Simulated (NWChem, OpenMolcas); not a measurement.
C2H7P (SMILES CPC): methods side by side

C2H7P: 10 atoms, total charge 0, spin state singlet. As SMILES, `CPC`. Geometry: relaxed at PBE0-D4/def2-TZVP.

Quantity: the dipole moment, in D. The values are calculated.

```json
{"level": "SVWN5/6-311+G**", "kind": "LDA", "program": "OpenMolcas", "value (D)": "1.43", "CPU time": "50 s"}
{"level": "BLYP/6-311+G**", "kind": "GGA", "program": "OpenMolcas", "value (D)": "1.31", "CPU time": "69 s"}
{"level": "revPBE/6-311+G**", "kind": "GGA", "program": "OpenMolcas", "value (D)": "1.39", "CPU time": "70 s"}
{"level": "M06-L/6-311+G**", "kind": "meta-GGA", "program": "OpenMolcas", "value (D)": "1.23", "CPU time": "97 s"}
{"level": "TPSS/6-311+G**", "kind": "meta-GGA", "program": "OpenMolcas", "value (D)": "1.38", "CPU time": "83 s"}
{"level": "B3LYP/6-311+G**", "kind": "global hybrid", "program": "OpenMolcas", "value (D)": "1.32", "CPU time": "69 s"}
{"level": "BHLYP/6-311+G**", "kind": "global hybrid", "program": "NWChem", "value (D)": "1.32", "CPU time": "23 s"}
{"level": "wB97X/6-311+G**", "kind": "range-separated hybrid", "program": "NWChem", "value (D)": "1.38", "CPU time": "2.3 min"}
```

The values span 1.23 to 1.43 D. Magnitudes only. CPU times are rough (shared hosts, several kinds of processor and program).
